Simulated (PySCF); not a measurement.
Cyclopropanol, C3H6O.
SMILES with atom numbers: `[OH:1][CH:2]1[CH2:3][CH2:4]1` (hydrogens: H5 on O1; H6 on C2; H7, H8 on C3; H9, H10 on C4)

Structure used (GFN2-xTB), in Å, numbered top down from 1:
```xyz
10
C3H6O angstrom
O      1.7845   -0.2395    0.0652
C      0.4851   -0.1552    0.5495
C     -0.4986    0.8337    0.0038
C     -0.6867   -0.6413   -0.2471
H      1.7745   -0.0742   -0.8843
H      0.5007   -0.3387    1.6156
H     -0.1927    1.4490   -0.8298
H     -1.1659    1.3329    0.6882
H     -0.5072   -1.0064   -1.2481
H     -1.4847   -1.1555    0.2645
```

Jobs on this species (10 atoms, 32 electrons) with PySCF (density fitting). Hardware of each: an Arm Neoverse N1 with one thread (shared host). The host was shared with other jobs, so the times are rough. Peak memory is the resident size of the whole Python process, interpreter and libraries included.

```
                                               level and settings                                                                    work  basis functions  SCF cycles  wall time  peak memory
                                      PBE0/def2-SVP, grid level 1  spin–spin couplings from 9 perturbed nuclei, spin–dipole term left out               86           ?          ?            ?
WP04/6-31G, damping 0.2 at the start, DIIS from the seventh cycle  spin–spin couplings from 9 perturbed nuclei, spin–dipole term left out               48          14      4.5 s     0.39 GiB
    BLYP/6-31G*, fitting basis def2-qzvpp-jkfit, start guess atom         shieldings, ring-centre shieldings, charges and field gradients               68          10      7.6 s     0.39 GiB
```

Problem. Fill in the missing figures.

Solution. 
- PBE0/def2-SVP, grid level 1; spin–spin couplings from 9 perturbed nuclei, spin–dipole term left out: 4.5 s, 0.38 GiB, 9 SCF cycles

Problem. What do all jobs in the table cost together?

Solution. About 17 s; the longest takes about 46 % of that, and about 1.7 times as long as the shortest.
